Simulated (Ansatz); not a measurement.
Rock-salt AgBr: PBE at its full settings (plane-wave cutoff 520 eV, 10×10×10 k mesh, Fermi–Dirac smearing 0.01 eV, no spin polarisation, scalar-relativistic PAW data made under PBE) and at cheaper ones, in a cell of 2 atoms with Γ-centred meshes.

```
level and setting                              lattice constant a (Å)  bulk modulus B0 (GPa)
---------------------------------------------  ----------------------  ---------------------
PBE (Ansatz)                                                    5.841                   38.7
PBE (2×2×2 k mesh) (Ansatz)                                     6.138                   27.0
PBE (4×4×4 k mesh) (Ansatz)                                     5.852                   38.5
PBE (6×6×6 k mesh) (Ansatz)                                     5.842                   38.7
PBE (Fermi-Dirac smearing of 0.3 eV) (Ansatz)                   5.842                   38.6
```

Largest shifts from the full settings: lattice constant a +5.08 % (PBE (2×2×2 k mesh)), against a difference of +1.20 % of the full result from the reference 5.772 Å (measured, temperature not stated, not corrected to a static lattice; as tabulated in Jana et al. (2018), arXiv:1803.03840); bulk modulus -30 % (PBE (2×2×2 k mesh)), against a difference of -11.6 % of the full result from the reference 43.8 GPa (measured, 195 K, not corrected to a static lattice; as tabulated in Jochym and Parlinski (2001), arXiv:1301.6254).

Ansatz's density-functional and Hartree–Fock values are scalar-relativistic unless marked +SOC, with PAW data made under PBE.

Run with cheap settings on purpose, which may leave them unconverged: PBE (2×2×2 k mesh), PBE (4×4×4 k mesh), PBE (6×6×6 k mesh), PBE (Fermi-Dirac smearing of 0.3 eV).

Ansatz is a quantum-chemistry and plane-wave program.
